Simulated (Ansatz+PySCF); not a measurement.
Results of a calculation; reference values are marked as such.
## PySCF 2.14.0 run

```python
from pyscf import gto, scf, cc

mol = gto.M(atom="""
Al 0.000000 0.000000 0.000000
N 0.000000 0.000000 2.688000
""", basis='sto-3g', charge=-1, spin=1)
mf = scf.UHF(mol)
mf.kernel()
mycc = cc.CCSD(mf, frozen=6).run()
et = mycc.ccsd_t()
print(mf.e_tot, mycc.e_corr, et, mycc.e_tot + et)
```

The script is written out from the run's settings.

Output:

| Item | Value |
| --- | --- |
| Converged | yes |
| Reference energy | -292.06117 hartree |
| CCSD correlation energy | -0.20580 hartree |
| Triples correction | -0.04255 hartree |
| Total energy | -292.30952 hartree |
| Spin squared of the determinant | 1.224 |

This is not the lowest solution: another run reaches a determinant 6.09 eV lower. Caution: large share of triples, a single reference is doubtful; no diffuse functions for an anion; the unrestricted determinant is spin contaminated; another reference gives a lower total.
